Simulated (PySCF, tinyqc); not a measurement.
Worked calculation: RHF in the sto-3g basis, for CH2, spin multiplicity 1. This run ends on a higher stationary point, not on the lowest solution. The lowest restricted solution is unstable here: a spin-polarised one lies 0.0205 hartree lower (PySCF). One step of it, computed by the program tinyqc.

Question. Iteration 2: DIIS coefficients. Solve [B -1; -1 0][c; lambda] = [0; -1] for the coefficients, which sum to one.

B (overlaps of the stored error matrices):
```
[[2.5952336e+00, 5.1427141e-01],
 [5.1427141e-01, 1.3777650e-01]]
```

Give: DIIS coefficients.

Answer.

DIIS coefficients: [-0.221, 1.221]
